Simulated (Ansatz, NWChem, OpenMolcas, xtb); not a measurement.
# Redistribution: C2HF + C2H4OS → C2H2S + C2H3FO

Gas-phase species: C2HF `C#CF`, singlet; C2H4OS (thioacetic acid) `CC(=O)S`, singlet; C2H2S (ethynethiol) `C#CS`, singlet; C2H3FO (acetyl fluoride) `CC(=O)F`, singlet. The partners trade F for SH; both sit on C, so the bond types are kept.

Shapes, held fixed at every level: PBE0-D4/def2-TZVP. Flexible molecules stand in one conformer, not always the lowest. Programs: Ansatz 0.2.0, NWChem 7.3.0, OpenMolcas 26.06, xtb 6.7.1. A level may come from different programs for different species; with the same settings they agree closely. The zero-point and thermal change to 298 K, harmonic and unscaled (PBE0-D4/def2-TZVP), is -0.8 kJ/mol.

```tsv
level	kind	ΔH(298 K) (kJ/mol)
GFN2-xTB	semi-empirical	-24.5
HF/STO-3G	Hartree–Fock	-58.9
HF/3-21G	Hartree–Fock	-109.0
HF/def2-SVP	Hartree–Fock	-115.0
B3LYP/6-31G* (spherical functions)	global hybrid	-94.9
PBE0/def2-SVP	global hybrid	-94.5
```

PBE0/def2-SVP gives ΔH(298 K) = -94.5 kJ/mol; the levels span -115.0 to -24.5. GFN2-xTB strays far from the other rows. The median of the levels is -94.7. No measured value is set beside it here. Rows in sets without polarisation functions are far from converged.
